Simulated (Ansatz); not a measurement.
Geometry optimisation, UKS PBE-D4/def2-mTZVP in Ansatz 0.2.0.

Input:

```yaml
crystal:
  periodic: [false, false, false]
  atoms:
    - { symbol: H, position_ang: [-0.4331, -0.408, -0.5196] }
    - { symbol: "N", position_ang: [0.6103, 0.4075, -0.7341] }
    - { symbol: Si, position_ang: [1.1366, 1.2926, 0.628] }
    - { symbol: C, position_ang: [-1.4538, -1.3293, -0.3074] }
    - { symbol: H, position_ang: [1.2761, -0.1808, -1.2151] }
    - { symbol: H, position_ang: [-0.0731, 1.8906, 1.1873] }
    - { symbol: H, position_ang: [2.0513, 2.306, 0.0839] }
    - { symbol: H, position_ang: [1.8454, 0.5392, 1.674] }
    - { symbol: H, position_ang: [-2.1493, -1.1385, -1.1046] }
    - { symbol: H, position_ang: [-0.9777, -2.2934, -0.3623] }
    - { symbol: H, position_ang: [-1.8328, -1.0859, 0.6699] }
magnetization:
  spin_polarized: true
  initial_magnetization: 1
basis:
  gaussian: { orbitals: def2-mTZVP }
hamiltonian:
  xc: pbe
  dispersion: d4
relax:
  f_tol: 0.15
  max_steps: 25
  restrain:
    - { distance: [0, 3], at: 1.07, k: 30.0 }
    - { distance: [1, 0], at: 2.32, k: 30.0 }
```

Run as:

```bash
$ ansatz run input.yaml --threads 2 --pin off --max-ram 3072MiB --backend cpu --events-out ev --progress --plain --runs-dir out
```

Where does it end, and by what steps?

It converged. The restraints hold the end off the free minimum. After 8 steps the energy has fallen by 0.444 eV (the restraints' own energy left out); H1 moved furthest, 0.56 Å. Joined: H1–C4.

```json
{"step": "0", "energy less start (eV)": "0.0000", "largest force component (eV/Å)": "1.472", "accepted": "yes"}
{"step": "1", "energy less start (eV)": "-0.1447", "largest force component (eV/Å)": "1.400", "accepted": "yes"}
{"step": "2", "energy less start (eV)": "0.0182", "largest force component (eV/Å)": "3.090", "accepted": "yes"}
{"step": "3", "energy less start (eV)": "-0.1564", "largest force component (eV/Å)": "1.165", "accepted": "yes"}
{"step": "4", "energy less start (eV)": "-0.3784", "largest force component (eV/Å)": "0.458", "accepted": "yes"}
{"step": "5", "energy less start (eV)": "-0.4281", "largest force component (eV/Å)": "0.297", "accepted": "yes"}
{"step": "6", "energy less start (eV)": "-0.3860", "largest force component (eV/Å)": "0.578", "accepted": "no"}
{"step": "7", "energy less start (eV)": "-0.4386", "largest force component (eV/Å)": "0.353", "accepted": "yes"}
{"step": "8", "energy less start (eV)": "-0.4438", "largest force component (eV/Å)": "0.382", "accepted": "yes"}
```

```xyz
11
Properties=species:S:1:pos:R:3
H -0.970 -0.525 -0.613
N 0.972 0.687 -0.983
Si 1.290 1.392 0.605
C -1.576 -1.375 -0.310
H 1.519 -0.168 -1.186
H -0.004 1.940 1.115
H 2.228 2.543 0.366
H 1.898 0.495 1.646
H -2.420 -1.473 -1.012
H -0.975 -2.294 -0.338
H -1.963 -1.222 0.708
```

Whether the end is a true minimum wasn't checked by a vibrational analysis.

Time of the run: 21 s on 2 threads of Arm Neoverse V1, on a shared host, peak memory 0.17 GiB.
